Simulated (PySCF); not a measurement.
# AlH4−: magnetic properties

What do calculations give for the magnetic properties of AlH4− (`[AlH4-]`)?

Programs: PySCF 2.14.0, with routines of our own; each step states its level. All values are computed. Atoms count from 0.

### Step 1. The system as given

5 atoms, charge -1, multiplicity 1; geometry from: GFN2-xTB.

### Step 2. Geometry optimisation at PBE0-D3(BJ)/def2-SVP

Job settings and geometry (Å):

```
{"job": {"xc": "PBE0", "basis": "def2-SVP", "d3": "d3bj", "grid": 1, "kind": "geom"}, "charge": -1, "multiplicity": 1}
Al     0.002096     0.000894    -0.004074
H      0.622801     1.174165    -0.948204
H     -1.075896     0.647894     1.029345
H      1.198639    -0.709576     0.840201
H     -0.739019    -1.110524    -0.934454
```

Launch:

```console
$ OMP_NUM_THREADS=1 python excited_run.py task.json out
```

This one command runs all jobs of the session in turn.

Standard output:

```text
step   0  E = -244.63750495  max force = 0.003930
step   1  E = -244.63785837  max force = 0.001616
step   2  E = -244.63794318  max force = 0.000146
step   3  E = -244.63794401  max force = 0.000019
optimisation converged
```

Wall time 1.4 s (1 thread of Arm Neoverse V1, shared host).

Step by step:

```csv
step,energy from step 0 (eV),largest force component (eV/Å)
0,0.0000,0.2021
1,-0.0096,0.0831
2,-0.0119,0.0075
3,-0.0119,0.0010
```

Close pairs (by a distance rule), those that changed most:

```csv
bond,before (Å),after (Å),change (Å)
Al0–H2,1.627,1.651,+0.023
Al0–H3,1.628,1.651,+0.023
Al0–H4,1.628,1.651,+0.023
Al0–H1,1.629,1.651,+0.022
```

The next job starts from the end point, and lists it.

```csv
at the end point,value
point group (found at 0.08 Å tolerance),Td
"rotational constants (GHz, main isotopes)","69.025, 69.003, 69.000"
```

### Step 3. Magnetic properties: GIAO LC-wPBE/aug-pcSseg-2

Job settings and geometry (Å):

```
{"job": {"kind": "mag", "xc": "LC-wPBE", "basis": "aug-pcSseg-2"}, "charge": -1, "multiplicity": 1}
Al    -0.006348    -0.001665    -0.000678
H      0.614702     1.191458    -0.957592
H     -1.097447     0.649412     1.053190
H      1.215512    -0.719574     0.845767
H     -0.758247    -1.128460    -0.944047
```

With the program's defaults for keys left out, this is: GIAO LC-wPBE/aug-pcSseg-2 magnetisability, rotational g tensor and spin-rotation constants, non-relativistic, gas phase.

Standard output:

```text
coarse grid: 4104 points
cycle   1  E = -244.7570337205  dE = -5.259e-01  |g| = 1.921e-01  |ddm| = 1.642e+00
cycle   2  E = -244.7763090426  dE = -1.928e-02  |g| = 3.804e-02  |ddm| = 5.537e-01
cycle   3  E = -244.7770260891  dE = -7.170e-04  |g| = 8.507e-03  |ddm| = 1.741e-01
cycle   4  E = -244.7770745087  dE = -4.842e-05  |g| = 1.916e-03  |ddm| = 4.130e-02
cycle   5  E = -244.7770765167  dE = -2.008e-06  |g| = 5.093e-04  |ddm| = 6.271e-03
final grid: 33384 points
cycle   6  E = -244.7834901080  dE = -2.223e-05  |g| = 3.245e-03  |ddm| = 1.857e-02
cycle   7  E = -244.7834905713  dE = -4.633e-07  |g| = 1.644e-03  |ddm| = 4.023e-03
cycle   8  E = -244.7834907008  dE = -1.295e-07  |g| = 4.795e-05  |ddm| = 6.411e-04
cycle   9  E = -244.7834906957  dE =  5.067e-09  |g| = 1.268e-05  |ddm| = 2.797e-04
cycle  10  E = -244.7834906959  dE = -1.890e-10  |g| = 2.569e-06  |ddm| = 6.028e-05
converged SCF energy = -244.7834906959

Magnetisability tensor (1e-30 J/T^2)
     -446.76        0.02        0.01
        0.02     -446.83        0.00
        0.01        0.00     -446.82
isotropic -446.80   principal values    -446.83   -446.82   -446.76
isotropic susceptibility -26.907 1e-6 cm^3/mol

Inertial axes            a          b          c
rot. const./GHz     69.0249    69.0027    69.0002
chi total           -26.907    -26.907    -26.907
chi diamagnetic     -76.558    -76.558    -76.558
chi paramagnetic     49.651     49.651     49.651
quadrupole/D A        0.000      0.000      0.000
g nuclear            0.9997     0.9994     0.9993
g electronic        -1.6101    -1.6096    -1.6095
g total             -0.6104    -0.6102    -0.6102

Spin-rotation constants (kHz, H = +C I.J)
atom  isotope        aa         bb         cc
  0   27Al       33.984     33.973     33.972
  1     1H       -1.598     -1.598     -1.597
  2     1H       -1.598     -1.597     -1.597
  3     1H       -1.598     -1.597     -1.597
  4     1H       -1.598     -1.597     -1.597
```

Wall time 6.4 s (1 thread of Arm Neoverse V1, shared host); peak memory 0.47 GiB.

From this job:

```csv
quantity,value
magnetisability,-447·10⁻³⁰ J/T²
molar susceptibility,-26.9·10⁻⁶ cm³/mol
"rotational g (a, b, c)","-0.6104, -0.6102, -0.6102"
```

### Step 4. Magnetic properties: GIAO B3LYP/6-311G**

Job settings and geometry (Å):

```
{"job": {"kind": "mag", "xc": "B3LYP", "basis": "6-311G**"}, "charge": -1, "multiplicity": 1}
Al    -0.006348    -0.001665    -0.000678
H      0.614702     1.191458    -0.957592
H     -1.097447     0.649412     1.053190
H      1.215512    -0.719574     0.845767
H     -0.758247    -1.128460    -0.944047
```

Level: GIAO B3LYP/6-311G** magnetisability, rotational g tensor and spin-rotation constants, non-relativistic, gas phase.

Standard output:

```text
coarse grid: 4104 points
cycle   1  E = -244.8587388041  dE = -4.000e-01  |g| = 2.065e-01  |ddm| = 1.434e+00
cycle   2  E = -244.8778839042  dE = -1.915e-02  |g| = 9.250e-02  |ddm| = 5.776e-01
cycle   3  E = -244.8825546245  dE = -4.671e-03  |g| = 2.255e-02  |ddm| = 1.786e-01
cycle   4  E = -244.8826807122  dE = -1.261e-04  |g| = 3.177e-03  |ddm| = 2.531e-02
cycle   5  E = -244.8826813503  dE = -6.380e-07  |g| = 5.085e-04  |ddm| = 2.499e-03
final grid: 33384 points
cycle   6  E = -244.8821454164  dE = -2.108e-06  |g| = 1.427e-03  |ddm| = 5.688e-03
cycle   7  E = -244.8821455978  dE = -1.814e-07  |g| = 1.031e-03  |ddm| = 2.009e-03
cycle   8  E = -244.8821457652  dE = -1.674e-07  |g| = 1.362e-05  |ddm| = 8.043e-04
cycle   9  E = -244.8821457653  dE = -7.304e-11  |g| = 3.640e-06  |ddm| = 2.630e-05
converged SCF energy = -244.8821457653

Magnetisability tensor (1e-30 J/T^2)
     -464.72        0.02        0.00
        0.02     -464.80        0.00
        0.00        0.00     -464.79
isotropic -464.77   principal values    -464.80   -464.79   -464.71
isotropic susceptibility -27.989 1e-6 cm^3/mol

Inertial axes            a          b          c
rot. const./GHz     69.0249    69.0027    69.0002
chi total           -27.989    -27.989    -27.989
chi diamagnetic     -76.529    -76.529    -76.529
chi paramagnetic     48.540     48.540     48.540
quadrupole/D A        0.000      0.000      0.000
g nuclear            0.9997     0.9994     0.9993
g electronic        -1.5740    -1.5735    -1.5735
g total             -0.5744    -0.5742    -0.5742

Spin-rotation constants (kHz, H = +C I.J)
atom  isotope        aa         bb         cc
  0   27Al       33.165     33.155     33.154
  1     1H       -1.666     -1.666     -1.666
  2     1H       -1.666     -1.665     -1.665
  3     1H       -1.666     -1.666     -1.665
  4     1H       -1.666     -1.665     -1.665
```

It took 0.88 s on 1 thread of Arm Neoverse V1, shared host; peak memory 0.47 GiB.

In short:

```csv
quantity,value
magnetisability,-465·10⁻³⁰ J/T²
molar susceptibility,-28.0·10⁻⁶ cm³/mol
"rotational g (a, b, c)","-0.5744, -0.5742, -0.5742"
```

### Step 5. Magnetic properties: GIAO B3LYP/def2-TZVPD

Job settings and geometry (Å):

```
{"job": {"kind": "mag", "xc": "B3LYP", "basis": "def2-TZVPD"}, "charge": -1, "multiplicity": 1}
Al    -0.006348    -0.001665    -0.000678
H      0.614702     1.191458    -0.957592
H     -1.097447     0.649412     1.053190
H      1.215512    -0.719574     0.845767
H     -0.758247    -1.128460    -0.944047
```

Method: GIAO B3LYP/def2-TZVPD magnetisability, rotational g tensor and spin-rotation constants, non-relativistic, gas phase.

Standard output:

```text
coarse grid: 4104 points
cycle   1  E = -244.8634767970  dE = -3.978e-01  |g| = 2.049e-01  |ddm| = 1.338e+00
cycle   2  E = -244.8832149455  dE = -1.974e-02  |g| = 9.603e-02  |ddm| = 5.853e-01
cycle   3  E = -244.8882565372  dE = -5.042e-03  |g| = 2.240e-02  |ddm| = 1.791e-01
cycle   4  E = -244.8883853188  dE = -1.288e-04  |g| = 3.579e-03  |ddm| = 2.848e-02
cycle   5  E = -244.8883863523  dE = -1.034e-06  |g| = 5.673e-04  |ddm| = 2.620e-03
final grid: 33384 points
cycle   6  E = -244.8868396608  dE = -3.530e-06  |g| = 1.882e-03  |ddm| = 1.973e-02
cycle   7  E = -244.8868399026  dE = -2.418e-07  |g| = 1.325e-03  |ddm| = 2.613e-03
cycle   8  E = -244.8868401381  dE = -2.355e-07  |g| = 1.829e-05  |ddm| = 1.052e-03
cycle   9  E = -244.8868401383  dE = -1.735e-10  |g| = 5.872e-06  |ddm| = 6.806e-05
converged SCF energy = -244.8868401383

Magnetisability tensor (1e-30 J/T^2)
     -444.91        0.01        0.00
        0.01     -444.97        0.00
        0.00        0.00     -444.97
isotropic -444.95   principal values    -444.98   -444.97   -444.91
isotropic susceptibility -26.795 1e-6 cm^3/mol

Inertial axes            a          b          c
rot. const./GHz     69.0249    69.0027    69.0002
chi total           -26.795    -26.795    -26.795
chi diamagnetic     -76.974    -76.974    -76.974
chi paramagnetic     50.178     50.178     50.178
quadrupole/D A        0.000      0.000      0.000
g nuclear            0.9997     0.9994     0.9993
g electronic        -1.6272    -1.6266    -1.6266
g total             -0.6275    -0.6273    -0.6272

Spin-rotation constants (kHz, H = +C I.J)
atom  isotope        aa         bb         cc
  0   27Al       34.761     34.750     34.748
  1     1H       -1.565     -1.565     -1.564
  2     1H       -1.565     -1.564     -1.564
  3     1H       -1.565     -1.564     -1.564
  4     1H       -1.565     -1.564     -1.564
```

It took 1.5 s on 1 thread of Arm Neoverse V1, shared host; peak memory 0.47 GiB.

Key values:

```csv
quantity,value
magnetisability,-445·10⁻³⁰ J/T²
molar susceptibility,-26.8·10⁻⁶ cm³/mol
"rotational g (a, b, c)","-0.6275, -0.6273, -0.6272"
```

### Step 6. Magnetic properties: GIAO B3LYP/pcSseg-2

Job settings and geometry (Å):

```
{"job": {"kind": "mag", "xc": "B3LYP", "basis": "pcSseg-2"}, "charge": -1, "multiplicity": 1}
Al    -0.006348    -0.001665    -0.000678
H      0.614702     1.191458    -0.957592
H     -1.097447     0.649412     1.053190
H      1.215512    -0.719574     0.845767
H     -0.758247    -1.128460    -0.944047
```

Method: GIAO B3LYP/pcSseg-2 magnetisability, rotational g tensor and spin-rotation constants, non-relativistic, gas phase.

Standard output:

```text
coarse grid: 4104 points
cycle   1  E = -244.8646527039  dE = -4.008e-01  |g| = 2.064e-01  |ddm| = 1.500e+00
cycle   2  E = -244.8842934076  dE = -1.964e-02  |g| = 9.719e-02  |ddm| = 6.191e-01
cycle   3  E = -244.8893997132  dE = -5.106e-03  |g| = 2.301e-02  |ddm| = 1.805e-01
cycle   4  E = -244.8895314298  dE = -1.317e-04  |g| = 3.752e-03  |ddm| = 2.677e-02
cycle   5  E = -244.8895324692  dE = -1.039e-06  |g| = 5.805e-04  |ddm| = 3.500e-03
final grid: 33384 points
cycle   6  E = -244.8933931672  dE = -3.249e-06  |g| = 9.531e-04  |ddm| = 5.558e-03
cycle   7  E = -244.8933933037  dE = -1.365e-07  |g| = 7.648e-04  |ddm| = 1.946e-03
cycle   8  E = -244.8933934365  dE = -1.328e-07  |g| = 2.742e-05  |ddm| = 7.284e-04
cycle   9  E = -244.8933934369  dE = -3.282e-10  |g| = 7.221e-06  |ddm| = 5.765e-05
converged SCF energy = -244.8933934369

Magnetisability tensor (1e-30 J/T^2)
     -448.24        0.02        0.00
        0.02     -448.31        0.00
        0.00        0.00     -448.30
isotropic -448.28   principal values    -448.31   -448.30   -448.23
isotropic susceptibility -26.996 1e-6 cm^3/mol

Inertial axes            a          b          c
rot. const./GHz     69.0249    69.0027    69.0002
chi total           -26.996    -26.996    -26.996
chi diamagnetic     -76.885    -76.885    -76.885
chi paramagnetic     49.889     49.889     49.889
quadrupole/D A        0.000      0.000      0.000
g nuclear            0.9997     0.9994     0.9993
g electronic        -1.6178    -1.6173    -1.6172
g total             -0.6181    -0.6179    -0.6179

Spin-rotation constants (kHz, H = +C I.J)
atom  isotope        aa         bb         cc
  0   27Al       34.686     34.675     34.674
  1     1H       -1.587     -1.586     -1.586
  2     1H       -1.586     -1.586     -1.586
  3     1H       -1.586     -1.586     -1.586
  4     1H       -1.586     -1.586     -1.586
```

Wall time 2 s (1 thread of Arm Neoverse V1, shared host); peak memory 0.47 GiB.

In short:

```csv
quantity,value
magnetisability,-448·10⁻³⁰ J/T²
molar susceptibility,-27.0·10⁻⁶ cm³/mol
"rotational g (a, b, c)","-0.6181, -0.6179, -0.6179"
```

### Step 7. Magnetic properties: GIAO B3LYP/cc-pVDZ

Job settings and geometry (Å):

```
{"job": {"kind": "mag", "xc": "B3LYP", "basis": "cc-pVDZ"}, "charge": -1, "multiplicity": 1}
Al    -0.006348    -0.001665    -0.000678
H      0.614702     1.191458    -0.957592
H     -1.097447     0.649412     1.053190
H      1.215512    -0.719574     0.845767
H     -0.758247    -1.128460    -0.944047
```

Level: GIAO B3LYP/cc-pVDZ magnetisability, rotational g tensor and spin-rotation constants, non-relativistic, gas phase.

Standard output:

```text
coarse grid: 4104 points
cycle   1  E = -244.8399912311  dE = -3.752e-01  |g| = 1.875e-01  |ddm| = 3.520e+00
cycle   2  E = -244.8584459240  dE = -1.845e-02  |g| = 7.160e-02  |ddm| = 1.704e+00
cycle   3  E = -244.8613098820  dE = -2.864e-03  |g| = 1.104e-02  |ddm| = 4.742e-01
cycle   4  E = -244.8613661931  dE = -5.631e-05  |g| = 1.431e-03  |ddm| = 5.915e-02
cycle   5  E = -244.8613670201  dE = -8.270e-07  |g| = 2.545e-05  |ddm| = 5.675e-03
final grid: 33384 points
cycle   6  E = -244.8645341255  dE = -1.486e-06  |g| = 5.657e-04  |ddm| = 6.946e-03
cycle   7  E = -244.8645342290  dE = -1.035e-07  |g| = 3.278e-04  |ddm| = 5.033e-03
cycle   8  E = -244.8645342798  dE = -5.076e-08  |g| = 5.846e-06  |ddm| = 1.738e-03
cycle   9  E = -244.8645342798  dE = -2.217e-11  |g| = 1.099e-06  |ddm| = 3.621e-05
converged SCF energy = -244.8645342798

Magnetisability tensor (1e-30 J/T^2)
     -473.81        0.02        0.00
        0.02     -473.89        0.00
        0.00        0.00     -473.88
isotropic -473.86   principal values    -473.89   -473.88   -473.81
isotropic susceptibility -28.536 1e-6 cm^3/mol

Inertial axes            a          b          c
rot. const./GHz     69.0249    69.0027    69.0002
chi total           -28.536    -28.536    -28.536
chi diamagnetic     -74.825    -74.825    -74.825
chi paramagnetic     46.288     46.288     46.288
quadrupole/D A        0.000      0.000      0.000
g nuclear            0.9997     0.9994     0.9993
g electronic        -1.5010    -1.5005    -1.5005
g total             -0.5013    -0.5012    -0.5011

Spin-rotation constants (kHz, H = +C I.J)
atom  isotope        aa         bb         cc
  0   27Al       27.509     27.500     27.499
  1     1H       -1.722     -1.721     -1.721
  2     1H       -1.722     -1.721     -1.721
  3     1H       -1.722     -1.721     -1.721
  4     1H       -1.722     -1.721     -1.721
```

It took 0.73 s on 1 thread of Arm Neoverse V1, shared host; peak memory 0.47 GiB.

From this job:

```csv
quantity,value
magnetisability,-474·10⁻³⁰ J/T²
molar susceptibility,-28.5·10⁻⁶ cm³/mol
"rotational g (a, b, c)","-0.5013, -0.5012, -0.5011"
```

### Step 8. Magnetic properties: GIAO B3LYP/6-31G*

Job settings and geometry (Å):

```
{"job": {"kind": "mag", "xc": "B3LYP", "basis": "6-31G*"}, "charge": -1, "multiplicity": 1}
Al    -0.006348    -0.001665    -0.000678
H      0.614702     1.191458    -0.957592
H     -1.097447     0.649412     1.053190
H      1.215512    -0.719574     0.845767
H     -0.758247    -1.128460    -0.944047
```

With the program's defaults for keys left out, this is: GIAO B3LYP/6-31G* magnetisability, rotational g tensor and spin-rotation constants, non-relativistic, gas phase.

Standard output:

```text
coarse grid: 4104 points
cycle   1  E = -244.8469278947  dE = -3.941e-01  |g| = 1.837e-01  |ddm| = 1.507e+00
cycle   2  E = -244.8636241818  dE = -1.670e-02  |g| = 6.624e-02  |ddm| = 5.079e-01
cycle   3  E = -244.8661418843  dE = -2.518e-03  |g| = 1.087e-02  |ddm| = 1.573e-01
cycle   4  E = -244.8661990023  dE = -5.712e-05  |g| = 1.145e-03  |ddm| = 2.232e-02
cycle   5  E = -244.8661995464  dE = -5.441e-07  |g| = 3.206e-05  |ddm| = 1.796e-03
final grid: 33384 points
cycle   6  E = -244.8496994866  dE = -6.839e-07  |g| = 5.100e-04  |ddm| = 3.523e-03
cycle   7  E = -244.8496995704  dE = -8.381e-08  |g| = 2.891e-04  |ddm| = 1.541e-03
cycle   8  E = -244.8496996112  dE = -4.084e-08  |g| = 3.741e-06  |ddm| = 5.654e-04
cycle   9  E = -244.8496996112  dE = -1.120e-11  |g| = 7.797e-07  |ddm| = 1.383e-05
converged SCF energy = -244.8496996112

Magnetisability tensor (1e-30 J/T^2)
     -480.97        0.02        0.00
        0.02     -481.06        0.00
        0.00        0.00     -481.05
isotropic -481.03   principal values    -481.07   -481.05   -480.97
isotropic susceptibility -28.968 1e-6 cm^3/mol

Inertial axes            a          b          c
rot. const./GHz     69.0249    69.0027    69.0002
chi total           -28.968    -28.968    -28.968
chi diamagnetic     -74.372    -74.372    -74.372
chi paramagnetic     45.404     45.404     45.404
quadrupole/D A       -0.000     -0.000     -0.000
g nuclear            0.9997     0.9994     0.9993
g electronic        -1.4723    -1.4719    -1.4718
g total             -0.4727    -0.4725    -0.4725

Spin-rotation constants (kHz, H = +C I.J)
atom  isotope        aa         bb         cc
  0   27Al       27.813     27.804     27.803
  1     1H       -1.871     -1.871     -1.870
  2     1H       -1.871     -1.870     -1.870
  3     1H       -1.871     -1.870     -1.870
  4     1H       -1.871     -1.870     -1.870
```

Wall time 0.61 s (1 thread of Arm Neoverse V1, shared host); peak memory 0.47 GiB.

From this job:

```csv
quantity,value
magnetisability,-481·10⁻³⁰ J/T²
molar susceptibility,-29.0·10⁻⁶ cm³/mol
"rotational g (a, b, c)","-0.4727, -0.4725, -0.4725"
```

### Step 9. Magnetic properties: GIAO B3LYP/IGLO-III

Job settings and geometry (Å):

```
{"job": {"kind": "mag", "xc": "B3LYP", "basis": "IGLO-III"}, "charge": -1, "multiplicity": 1}
Al    -0.006348    -0.001665    -0.000678
H      0.614702     1.191458    -0.957592
H     -1.097447     0.649412     1.053190
H      1.215512    -0.719574     0.845767
H     -0.758247    -1.128460    -0.944047
```

Method: GIAO B3LYP/IGLO-III magnetisability, rotational g tensor and spin-rotation constants, non-relativistic, gas phase.

Standard output:

```text
coarse grid: 4104 points
cycle   1  E = -244.8613044187  dE = -4.084e-01  |g| = 2.143e-01  |ddm| = 1.424e+00
cycle   2  E = -244.8807829988  dE = -1.948e-02  |g| = 9.109e-02  |ddm| = 6.751e-01
cycle   3  E = -244.8850850129  dE = -4.302e-03  |g| = 2.139e-02  |ddm| = 1.890e-01
cycle   4  E = -244.8852061394  dE = -1.211e-04  |g| = 4.111e-03  |ddm| = 2.720e-02
cycle   5  E = -244.8852074567  dE = -1.317e-06  |g| = 5.556e-04  |ddm| = 3.480e-03
final grid: 33384 points
cycle   6  E = -244.8867294097  dE = -5.431e-06  |g| = 2.594e-03  |ddm| = 5.650e-03
cycle   7  E = -244.8867297178  dE = -3.080e-07  |g| = 1.720e-03  |ddm| = 2.663e-03
cycle   8  E = -244.8867300301  dE = -3.123e-07  |g| = 4.362e-05  |ddm| = 1.061e-03
cycle   9  E = -244.8867300305  dE = -4.543e-10  |g| = 7.226e-06  |ddm| = 5.862e-05
converged SCF energy = -244.8867300305

Magnetisability tensor (1e-30 J/T^2)
     -442.40        0.02        0.00
        0.02     -442.47        0.00
        0.00        0.00     -442.46
isotropic -442.44   principal values    -442.47   -442.46   -442.40
isotropic susceptibility -26.645 1e-6 cm^3/mol

Inertial axes            a          b          c
rot. const./GHz     69.0249    69.0027    69.0002
chi total           -26.645    -26.645    -26.645
chi diamagnetic     -76.312    -76.312    -76.312
chi paramagnetic     49.667     49.667     49.667
quadrupole/D A        0.000      0.000      0.000
g nuclear            0.9997     0.9994     0.9993
g electronic        -1.6106    -1.6101    -1.6100
g total             -0.6109    -0.6107    -0.6107

Spin-rotation constants (kHz, H = +C I.J)
atom  isotope        aa         bb         cc
  0   27Al       34.582     34.571     34.569
  1     1H       -1.560     -1.559     -1.559
  2     1H       -1.560     -1.559     -1.559
  3     1H       -1.560     -1.559     -1.559
  4     1H       -1.559     -1.559     -1.559
```

Wall time 1.4 s (1 thread of Arm Neoverse V1, shared host); peak memory 0.47 GiB.

Key values:

```csv
quantity,value
magnetisability,-442·10⁻³⁰ J/T²
molar susceptibility,-26.6·10⁻⁶ cm³/mol
"rotational g (a, b, c)","-0.6109, -0.6107, -0.6107"
```

### Step 10. Magnetic properties: GIAO B3LYP/6-31++G**

Job settings and geometry (Å):

```
{"job": {"kind": "mag", "xc": "B3LYP", "basis": "6-31++G**"}, "charge": -1, "multiplicity": 1}
Al    -0.006348    -0.001665    -0.000678
H      0.614702     1.191458    -0.957592
H     -1.097447     0.649412     1.053190
H      1.215512    -0.719574     0.845767
H     -0.758247    -1.128460    -0.944047
```

Method: GIAO B3LYP/6-31++G** magnetisability, rotational g tensor and spin-rotation constants, non-relativistic, gas phase.

Standard output:

```text
coarse grid: 4104 points
cycle   1  E = -244.8536778111  dE = -3.968e-01  |g| = 1.913e-01  |ddm| = 1.683e+00
cycle   2  E = -244.8723284367  dE = -1.865e-02  |g| = 9.378e-02  |ddm| = 8.409e-01
cycle   3  E = -244.8773458773  dE = -5.017e-03  |g| = 1.361e-02  |ddm| = 2.641e-01
cycle   4  E = -244.8774374214  dE = -9.154e-05  |g| = 1.711e-03  |ddm| = 3.346e-02
cycle   5  E = -244.8774386287  dE = -1.207e-06  |g| = 7.179e-05  |ddm| = 5.306e-03
final grid: 33384 points
cycle   6  E = -244.8608983075  dE = -1.178e-06  |g| = 6.466e-04  |ddm| = 8.391e-03
cycle   7  E = -244.8608984290  dE = -1.215e-07  |g| = 4.051e-04  |ddm| = 2.512e-03
cycle   8  E = -244.8608985123  dE = -8.336e-08  |g| = 7.966e-06  |ddm| = 9.461e-04
cycle   9  E = -244.8608985124  dE = -4.297e-11  |g| = 8.210e-07  |ddm| = 3.938e-05
converged SCF energy = -244.8608985124

Magnetisability tensor (1e-30 J/T^2)
     -471.60        0.02        0.00
        0.02     -471.67        0.00
        0.00        0.00     -471.66
isotropic -471.64   principal values    -471.67   -471.66   -471.60
isotropic susceptibility -28.403 1e-6 cm^3/mol

Inertial axes            a          b          c
rot. const./GHz     69.0249    69.0027    69.0002
chi total           -28.403    -28.403    -28.403
chi diamagnetic     -77.706    -77.706    -77.706
chi paramagnetic     49.303     49.303     49.303
quadrupole/D A        0.000      0.000      0.000
g nuclear            0.9997     0.9994     0.9993
g electronic        -1.5988    -1.5983    -1.5982
g total             -0.5991    -0.5989    -0.5989

Spin-rotation constants (kHz, H = +C I.J)
atom  isotope        aa         bb         cc
  0   27Al       30.108     30.098     30.097
  1     1H       -1.640     -1.639     -1.639
  2     1H       -1.640     -1.639     -1.639
  3     1H       -1.640     -1.639     -1.639
  4     1H       -1.640     -1.639     -1.639
```

It took 0.86 s on 1 thread of Arm Neoverse V1, shared host; peak memory 0.47 GiB.

In short:

```csv
quantity,value
magnetisability,-472·10⁻³⁰ J/T²
molar susceptibility,-28.4·10⁻⁶ cm³/mol
"rotational g (a, b, c)","-0.5991, -0.5989, -0.5989"
```

(Part 1 of 2 ends here.)
